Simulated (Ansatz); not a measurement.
# One arrangement of a pair

The pair of CH₄S (SMILES CS, atoms 1–6) and SiH₄ (SMILES [SiH4], atoms 7–11), both closed shells, in one local arrangement (a lower one may exist), relaxed at PBE0-D4/def2-TZVP:

```xyz
11
angstrom
C -0.7172 -0.4297 -1.7046
S 0.9430 0.2608 -1.5466
H -1.3524 -0.1297 -0.8716
H -0.5991 -1.5130 -1.6790
H -1.1759 -0.1503 -2.6520
H 0.5910 1.5551 -1.5822
Si 0.4701 0.0822 1.9945
H 1.8601 0.5730 1.8417
H 0.1504 -0.0174 3.4452
H 0.3178 -1.2618 1.3838
H -0.4878 1.0308 1.3708
```

Computed with Ansatz 0.2.0 (basis: def2-TZVPPD, with def2-QZVPPD for the basis limit); correlated methods freeze the cores. B3LYP uses VWN-RPA correlation. Extrapolation: Hartree–Fock as exp(−7.88 √X), correlation as X^−2.97. Interaction energies count from these two fragments, frozen as in the pair, with the counterpoise correction; negative means bound.

Q: What is the interaction energy by CCSD(T) at an estimated basis limit (MP2 extrapolated from triple and quadruple zeta, plus CCSD(T) − MP2 in triple zeta)? (To be estimated.)

A: By the calculation: -8.7 kJ/mol. Hartree–Fock alone gives 4.6 kJ/mol at the basis limit, so without correlation the pair would not bind at this distance. It counts from the two fragments frozen as in the pair.

The same quantity by other methods in triple zeta, and each one's difference from that estimate:
```csv
method,E_int (kJ/mol),difference
PBE-D4,-10.6,-1.9
revPBE-D4,-9.4,-0.7
BLYP-D4,-8.7,0.0
r2SCAN-D4,-8.6,0.0
B97M-V,-9.0,-0.4
PBE0-D4,-9.9,-1.3
B3LYP-D4,-9.0,-0.4
HSE06-D4,-9.8,-1.1
wB97X-V,-8.6,0.1
wB97M-V,-9.5,-0.8
B2PLYP,-2.2,6.5
HF,4.7,13.4
MP2,-7.6,1.1
CCSD,-5.1,3.6
CCSD(T),-6.8,1.9
```
Differences are method less estimate.

Q: Which atoms make the shortest contact between the fragments?

A: H3 and H11, 2.67 Å apart.

Basis-set superposition shift (counterpoise-corrected less uncorrected): CCSD(T) 1.8; MP2 1.8; HF 0.3; PBE0-D4 0.3; wB97M-V 0.4 kJ/mol.

No T1 diagnostic of these runs exceeds 0.011.

For scale, one of the runs: CCSD(T)/def2-TZVPPD, 272 basis functions, launched by `ansatz run in.yaml --threads 4 --pin off --events-out ev --progress --plain --max-ram 9574MiB`. Hardware: 4 CPU threads of an Arm Neoverse V2, shared host. Wall time 79 s; peak host memory 6.7 GiB.
